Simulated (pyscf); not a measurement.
Structures and frequencies: ωB97X-D3(BJ)/def2-SVP in PySCF.

Question: Estimate the classical barrier height and the reaction energy of H₂N–SiH(NH₂)–Cl (SMILES N[SiH](N)Cl) + NH (SMILES [NH]) [triplet] → H₂N–Si•(NH₂)–Cl (SMILES N[Si](N)Cl) + NH₂• (SMILES [NH2]) at r²SCAN/def2-TZVP. The step runs on the triplet surface, breaks H–Si and forms H–N; take the separated reactants as zero.

Answer: ΔE‡ = 0.14 eV, ΔE = -0.21 eV. ωB97M-D3(BJ)/def2-TZVP gives 0.46 eV and +0.06 eV. Zero-point energy shifts the barrier by -0.03 eV. It is a hydrogen abstraction, with an imaginary mode of 1596i cm⁻¹. On the product side the descent ends in a complex (not fully relaxed), 0.21 eV under the separated species and 0.61 eV under the saddle at ωB97X-D3(BJ)/def2-TZVP. H₂N–Si•(NH₂)–Cl + NH₂• also meet on a surface of lower spin, which isn't treated here. One saddle was located; it need not be the lowest between these sides. The angle at the transferred H is 164°.
